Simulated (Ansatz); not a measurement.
# AlO+ (triplet): wB97M-V, B2PLYP over a scan of the distance Al1–O2, cc-pVDZ

Aim: run AlO+ (triplet) with these functionals over a scan of the distance Al1–O2, and hold them against the top wave-function level at the same points.

The runs use Ansatz 0.2.0, Gaussian basis; cc-pVDZ, all electrons in the functionals, frozen cores in the correlation of double hybrids and RPA.

The runs, in order: wB97M-V, B2PLYP, at 1.389 Å; 1.522 Å; 1.733 Å; 1.920 Å; 2.166 Å; 2.424 Å; 2.745 Å; 3.283 Å; 3.853 Å; 4.691 Å; 5.869 Å.

12 further runs of the same task are left out: 12 for a known fault of the program. Runs told in other sessions of the task aren't counted.

### Step 1. What is computed

The geometry derives from a PBE0/def2-TZVP stationary point (not a proven minimum). One bond is set to the value named and the two fragments are kept rigid.

2 atoms, charge 1, spin multiplicity 3.

Atoms are counted from 1 here; the program's logs count them from 0.

Bond lengths: Al1–O2 1.733 Å.

Coordinates:

```
Al    0.0000    0.0000    0.0000
O     0.0000    0.0000    1.7329
```

No dispersion term is added; wB97M-V holds VV10 nonlocal correlation.

The geometry shown and the zero of energy belong to the point 1.733 Å. The yardstick, FCI, and other wave-function levels (R restricted, U unrestricted, valence and pair active spaces) come from earlier runs.

### Step 2. wB97M-V, 1.389 Å

Contents of in.yaml:

```yaml
crystal:
  periodic: [false, false, false]
  atoms:
    - {symbol: Al, position_ang: [0.000000, 0.000000, 0.000000]}
    - {symbol: O, position_ang: [0.000000, 0.000000, 1.389000]}
basis:
  gaussian: {orbitals: cc-pVDZ}
total_charge: 1
magnetization: {spin_polarized: true, initial_magnetization: 2}
hamiltonian: {xc: {name: wB97M-V}}
output: {forces: true, orbitals: {seedname: orbitals}}
```

On the command line:

```bash
ansatz run in.yaml --threads 1 --pin off --events-out ev --progress --plain --max-ram 4096MiB --backend cpu
```

The runs that follow: wB97M-V, 1.522 Å; wB97M-V, 1.733 Å; wB97M-V, 1.920 Å; wB97M-V, 2.166 Å; wB97M-V, 2.424 Å; wB97M-V, 2.745 Å; wB97M-V, 3.283 Å; wB97M-V, 3.853 Å; wB97M-V, 4.691 Å; wB97M-V, 5.869 Å; B2PLYP, 1.389 Å; B2PLYP, 1.522 Å; B2PLYP, 1.733 Å; B2PLYP, 1.920 Å; B2PLYP, 2.166 Å; B2PLYP, 2.424 Å; B2PLYP, 2.745 Å; B2PLYP, 3.283 Å; B2PLYP, 3.853 Å; B2PLYP, 4.691 Å; B2PLYP, 5.869 Å.

Before running them: what should the planned runs give, taken together? Wanted: span of the FCI curve; largest miss, wB97M-V; largest miss, B2PLYP.

As calculated:

```
             quantity                   value
span of the FCI curve            337.3 kJ/mol
largest miss, wB97M-V  +32.8 kJ/mol (5.869 Å)
 largest miss, B2PLYP  +34.7 kJ/mol (5.869 Å)
```

Of the functionals, wB97M-V keep the smallest largest miss at the points compared (at most 32.8 kJ/mol) and B2PLYP strays most (34.7 kJ/mol, at 5.869 Å). Functionals and the yardstick converge differently with the basis, so part of each miss in cc-pVDZ is the basis.
